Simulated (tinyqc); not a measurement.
Worked calculation: Born-Oppenheimer dynamics on the RHF/sto-3g surface (energies and gradients from PySCF), for OH-, spin multiplicity 1. The basis has no diffuse functions, so it cannot describe the extra electron: this is an exercise in the method, not the real anion. Computed by tinyqc, a small Python program that keeps every step (integrals from PySCF). Settings: charge = -1, multiplicity = 1, basis = sto-3g, time step (fs) = 2.0, steps = 16. Command: `OMP_NUM_THREADS=1 python tinyqc.py 22851 22852 out.jsonl` (the two numbers bound the seeds that draw the settings). One thread of a shared host (Intel(R) Xeon(R) Processor @ 2.60GHz), about 1 s of CPU time with the checks.

positions (bohr):
```
         x       y       z
1O  0.0000  0.0000  0.0000
2H  0.0000  0.0000  1.9256
```

The total energy should stay constant up to terms of order dt^2; the step counts as short enough if it moves by less than 2 % of the largest kinetic energy.

Trajectory:

| time (fs) | 1O-2H (angstrom) | potential (hartree) | kinetic (hartree) | total (hartree) |
|---|---|---|---|---|
| 0.0000 | 1.0190 | -74.063299 | 0.000008 | -74.063291 |
| 2.0000 | 1.0595 | -74.064970 | 0.000992 | -74.063977 |
| 4.0000 | 1.1124 | -74.063832 | 0.000283 | -74.063549 |
| 6.0000 | 1.1090 | -74.064002 | 0.000406 | -74.063596 |
| 8.0000 | 1.0529 | -74.064867 | 0.000911 | -74.063956 |
| 10.0000 | 1.0195 | -74.063336 | 0.000029 | -74.063306 |
| 12.0000 | 1.0668 | -74.065016 | 0.001052 | -74.063964 |
| 14.0000 | 1.1157 | -74.063659 | 0.000167 | -74.063491 |
| 16.0000 | 1.1046 | -74.064201 | 0.000557 | -74.063644 |
| 18.0000 | 1.0459 | -74.064687 | 0.000793 | -74.063894 |
| 20.0000 | 1.0211 | -74.063452 | 0.000097 | -74.063355 |
| 22.0000 | 1.0740 | -74.064993 | 0.001071 | -74.063922 |
| 24.0000 | 1.1183 | -74.063519 | 0.000081 | -74.063438 |
| 26.0000 | 1.0997 | -74.064397 | 0.000709 | -74.063688 |
| 28.0000 | 1.0394 | -74.064455 | 0.000657 | -74.063798 |
| 30.0000 | 1.0239 | -74.063637 | 0.000202 | -74.063435 |
| 32.0000 | 1.0809 | -74.064911 | 0.001048 | -74.063863 |

Is the time step short enough?

No. The total energy moves within 6.9e-04 hartree; that is over 2 % of the largest kinetic energy, so the time step is too long.
